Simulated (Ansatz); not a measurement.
Stepwise reaction of trimethylsilane with hydrogen, as a gas-phase model of exchange steps in deposition or etching. ΔE in kJ/mol; ΔG adds harmonic PBE0-D4 terms to CCSD(T)/CBS, at 1 bar.

Gas-phase electronic energies from Ansatz, PBE0-D4/def2-TZVP geometries. CBS: MP2 limit from def2 TZ/QZ plus the TZ coupled-cluster correction, frozen cores. This one scheme is used for every species. DFT in def2-TZVPP. B3LYP here is the variant with VWN-RPA as its local correlation; programs differ in this.

```json
{"step": "1", "reaction": "`C[SiH](C)C` + H₂ → `C[SiH2]C` + CH₄", "PBE-D4": "-23.4", "B3LYP-D4": "-28.2", "ωB97M-V": "-24.7", "CCSD(T)/CBS": "-24.3", "ΔG(600 K)": "-22.4"}
{"step": "2", "reaction": "`C[SiH2]C` + H₂ → `C[SiH3]` + CH₄", "PBE-D4": "-24.6", "B3LYP-D4": "-29.7", "ωB97M-V": "-26.2", "CCSD(T)/CBS": "-25.8", "ΔG(600 K)": "-20.0"}
{"step": "3", "reaction": "`C[SiH3]` + H₂ → SiH₄ + CH₄", "PBE-D4": "-26.0", "B3LYP-D4": "-31.4", "ωB97M-V": "-28.0", "CCSD(T)/CBS": "-27.6", "ΔG(600 K)": "-17.4"}
```

**Question.** By hand: ΔE of the 3 steps together at CCSD(T)/CBS.

**Answer.** (-24.3) + (-25.8) + (-27.6) = -77.7 kJ/mol, or -25.9 kJ/mol a step.

In ΔE the steps differ by no more than 3.3 kJ/mol. All are downhill at CCSD(T)/CBS. ΔG lies between -22.4 and -17.4 kJ/mol a step. PBE-D4 differs from CCSD(T)/CBS by 0.9 to 1.6 kJ/mol a step. Isolated molecules leave out the surface, adducts and barriers. Largest T1 diagnostic: 0.011.
